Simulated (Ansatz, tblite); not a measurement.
# The cluster Na2Li5−: rung by rung

The task here is to estimate one member of a computed series from the others.

Method: as each input shows; program: Ansatz 0.2.0, Gaussian basis.

Levels to be run: GFN2-xTB, PBE/def2-TZVPD, r2SCAN/def2-TZVPD, ωB97M-V/def2-TZVPD, CAM-B3LYP/def2-TZVPD, PBE-QIDH/def2-TZVPD, HSE06/def2-TZVPD, LDA/def2-TZVPD, revPBE/def2-TZVPD, ωB97X-V/def2-TZVPD, PBE/def2-SVPD, PBE0/def2-SVPD, HF/STO-3G, HF/6-31G, B3LYP/6-31G, CCSD(T)/def2-TZVPPD, MP2/def2-TZVPD, RPA/def2-TZVPD.

## The relaxed structure

The geometry is that of the singlet, from an earlier relaxation (PBE/def2-TZVPD). At that level it is the lowest of the isomers that a small search found.

7 atoms, charge -1, spin multiplicity 1.

Bond lengths: Li1–Li2 2.928 Å, Li1–Li3 2.978 Å, Li1–Li5 2.902 Å, Li1–Na7 3.334 Å, Li2–Li3 3.012 Å, Li2–Li5 2.921 Å, Li2–Na6 3.398 Å, Li2–Na7 3.399 Å, Li3–Li4 2.818 Å, Li3–Li5 2.980 Å, Li3–Na6 3.009 Å, Li3–Na7 3.042 Å, Li5–Na6 3.328 Å. Angles: Li2–Li1–Li3 61.3°, Li2–Li1–Li5 60.1°, Li2–Li1–Na7 65.4°, Li3–Li1–Li5 60.9°, Li3–Li1–Na7 57.3°, Li5–Li1–Na7 110.9°, Li1–Li2–Li3 60.2°, Li1–Li2–Li5 59.5°, Li1–Li2–Na6 108.1°, Li1–Li2–Na7 63.1°, Li3–Li2–Li5 60.3°, Li3–Li2–Na6 55.6°, Li3–Li2–Na7 56.3°, Li5–Li2–Na6 63.0°, Li5–Li2–Na7 108.7°, Na6–Li2–Na7 101.5°, Li1–Li3–Li2 58.5°, Li1–Li3–Li4 64.6° and more.

The ion is computed in the gas phase, without counter-ions or solvent.

PBE0/def2-TZVPD was run before; its log isn't repeated, and its numbers join the tables.

The first run:

Tight binding, by tblite at 300 K electronic temperature and without a spin-polarisation term:

```python
tblite.interface.Calculator('GFN2-xTB', numbers, positions, charge=-1, uhf=0).singlepoint()
```

start.molden holds the orbitals of an earlier run on this state, given as this run's starting guess.

in.yaml reads:

```yaml
crystal:
  periodic: [false, false, false]
  atoms:
    - {symbol: Li, position_ang: [1.382346, -0.528281, 1.470868]}
    - {symbol: Li, position_ang: [-0.781688, -1.939994, 0.094179]}
    - {symbol: Li, position_ang: [0.245715, 0.667264, -1.008775]}
    - {symbol: Li, position_ang: [1.015814, 2.510147, 0.979064]}
    - {symbol: Li, position_ang: [-1.311887, 0.547882, 1.529068]}
    - {symbol: Na, position_ang: [-2.710660, 0.369179, -1.485411]}
    - {symbol: Na, position_ang: [2.160370, -1.626206, -1.579002]}
basis:
  gaussian: {orbitals: def2-TZVPD, initial_orbitals: start.molden}
total_charge: -1
hamiltonian: {xc: pbe}
scf: {omitted_lower_state_checks: [starts]}
output: {orbitals: {seedname: orbitals}}
```

Started as:

```bash
ansatz run in.yaml --threads 2 --pin off --events-out ev --progress --plain --max-ram 4352MiB
```

Among the steps run: PBE/def2-TZVPD; r2SCAN/def2-TZVPD; ωB97M-V/def2-TZVPD; CAM-B3LYP/def2-TZVPD; PBE-QIDH/def2-TZVPD; HSE06/def2-TZVPD; LDA/def2-TZVPD; revPBE/def2-TZVPD; ωB97X-V/def2-TZVPD; PBE/def2-SVPD; PBE0/def2-SVPD; HF/STO-3G; HF/6-31G; B3LYP/6-31G; CCSD(T)/def2-TZVPPD; MP2/def2-TZVPD; RPA/def2-TZVPD.

One table of the session follows, with a row left open; its other results are not shown here.

| level | LUMO (eV) | gap (eV) |
| --- | --- | --- |
| HF/STO-3G | 7.55 | 5.05 |
| HF/6-31G | ? | ? |
| LDA/def2-TZVPD | 0.69 | 0.51 |
| PBE/def2-SVPD | 0.77 | 0.52 |
| PBE/def2-TZVPD | 0.77 | 0.54 |
| revPBE/def2-TZVPD | 0.80 | 0.55 |
| r2SCAN/def2-TZVPD | 0.82 | 0.62 |
| B3LYP/6-31G | 1.31 | 1.23 |
| PBE0/def2-SVPD | 1.17 | 1.29 |
| PBE0/def2-TZVPD | 1.16 | 1.30 |
| HSE06/def2-TZVPD | 0.87 | 0.72 |
| CAM-B3LYP/def2-TZVPD | 1.75 | 2.39 |
| ωB97X-V/def2-TZVPD | 2.16 | 3.37 |
| ωB97M-V/def2-TZVPD | 1.88 | 3.04 |

Q: Estimate the row for HF/6-31G from the others.

**Answer.** LUMO (eV): 2.96; gap (eV): 3.66. In the column «LUMO (eV)» it lies between ωB97X-V/def2-TZVPD (2.16) and HF/STO-3G (7.55).
